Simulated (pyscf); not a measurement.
Optimised with ωB97X-D3(BJ)/def2-SVP in PySCF.

### Question
Estimate by transition-state theory the rate constant of H₃C–CH(Cl)–Cl + H atom (H•) -> H₃C–CH•–Cl + hydrogen chloride (HCl) (doublet surface; C–Cl broken, Cl–H formed) at 900 K, with ωB97M-D3(BJ)/def2-TZVP energies (ideal gas, 1 atm, RRHO with modes under 100 cm⁻¹ raised to 100, one conformer, R ln 2 for rigid chiral ones; no tunnelling).

### Answer
The electronic barrier is 10.0 kcal/mol and the thermal terms add +17.2, so ΔG‡ = 27.2 kcal/mol. With k_BT/h = 1.88e+13 s⁻¹ and RT = 1.788 kcal/mol, and a volume of 1.23e-19 cm³ per molecule at 1 atm, k = 5.7e-13 cm³ molecule⁻¹ s⁻¹. Wigner's tunnelling factor for 1172i cm⁻¹ would be 1.15. A shift of 1 kcal/mol in the barrier changes k by a factor 1.7. This is the saddle that the search found; another between the same sides may lie lower. The angle at the transferred Cl is 176°.
